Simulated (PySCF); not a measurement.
**Relaxation of singlet ClH₇**

Computed with r2SCAN/[Cl def2-TZVP, H def2-TZVP], no relativity, density fitting, PySCF. A (50,194) grid was used.

A start at the PBE0 minimum, with no symmetry imposed:

Coordinates in bohr (charge 0 multiplicity 1):
```
Cl   -0.1059    0.0269    0.1786
H     0.4493   -0.2466    2.5076
H     1.8907    2.1909    0.1877
H    -2.1480    1.9079    1.1307
H    -1.9982   -2.1916    0.6160
H     2.0555   -1.9112   -0.3345
H     2.2070   -0.7380   -4.8393
H     1.2188    0.0541   -5.4668
```

(1) What does it relax to?

(2) How much energy is released, and in how many steps?

Answers

(1) It ends at C1 with Cl–H 1.276 Å, Cl–H 1.581 Å, Cl–H 1.586 Å (×3), H–H 0.745 Å; H–Cl–H 85.3° (×2), H–Cl–H 85.7° (×2), H–Cl–H 89.3° (×2), H–Cl–H 90.0° (×2), H–Cl–H 171.1° (×2). The molecule has come apart into ClH₅ + H₂. No frequency check is given, so it may be a saddle point.

(2) 1.1 kJ/mol in 4 steps.

The relaxation took 15 s on 2 threads of a shared Intel Xeon Platinum 8259CL @ 2.50GHz (Skylake/Cascade Lake) host, with 79 basis functions and 5 gradients; the process peaked at 0.78 GiB. Launch command: `OMP_NUM_THREADS=2 python axn.py task.json out`.
